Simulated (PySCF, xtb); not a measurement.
cyclobutane (C4H8), SMILES C1CCC1.

Harmonic wavenumbers (cm⁻¹) from GFN2-xTB run with xtb 6.7.1 at its own minimum, in rising order: 87, 706, 792, 792, 830, 982, 1011, 1011, 1058, 1095, 1156, 1175, 1208, 1209, 1250, 1258, 1269, 1269, 1474, 1480, 1480, 1503, 2988, 3003, 3004, 3011, 3017, 3017, 3020, 3025.

Problem. What does PySCF with PBE-D3(BJ)/def2-SVP give at its own minimum? (An estimate is asked for; the answer gives what the named calculation found.)

Solution. 180, 614, 733, 733, 849, 909, 909, 935, 944, 1016, 1123, 1129, 1203, 1203, 1203, 1213, 1242, 1242, 1401, 1401, 1408, 1445, 2987, 2988, 2988, 2994, 3035, 3048, 3048, 3061. Paired by order, the mean absolute difference is 48 cm⁻¹ and the zero-point energies are 68.9 and 67.5 kcal/mol.
